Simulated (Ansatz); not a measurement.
A displaced shape of singlet CH3N:

```xyz
5

C    -0.0029   -0.0458   -0.6317
N     0.0249   -0.0982    0.6485
H     0.0352    0.9194    1.0597
H    -0.0159   -0.9979   -1.1867
H    -0.0394    0.8813   -1.2322
```

It was optimised with HF/def2-SVP in Ansatz (development build ahead of 0.2.0) to forces under 0.001 eV/Å, with restricted orbitals. Each step stands on the lowest determinant of that kind that the program's search found.

What shape does it relax to, and how does the optimisation go?

```csv
atom,x (Å),y (Å),z (Å)
C,-0.0083,-0.0415,-0.6131
N,0.0294,-0.0619,0.6347
H,0.0319,0.8708,1.0202
H,-0.0159,-0.9784,-1.1685
H,-0.0352,0.8699,-1.2155
```

Bond lengths: C1–N2 1.249 Å, N2–H3 1.009 Å, C1–H4 1.089 Å, C1–H5 1.093 Å. Angles: C1–N2–H3 111.5°, N2–C1–H4 119.7°, N2–C1–H5 124.4°, H4–C1–H5 115.9°.

```tsv
step	E − E(start) (eV)	largest force (eV/Å)
1	0.0000	3.1816
2	-0.1517	1.2120
3	-0.1864	0.7752
4	-0.2049	0.2151
5	-0.2061	0.1651
6	-0.2074	0.0364
7	-0.2074	0.0106
8	-0.2074	0.0049
9	-0.2074	0.0018
10	-0.2074	0.0017
11	-0.2074	0.0003
```

The optimisation ended after 11 steps with its threshold met.
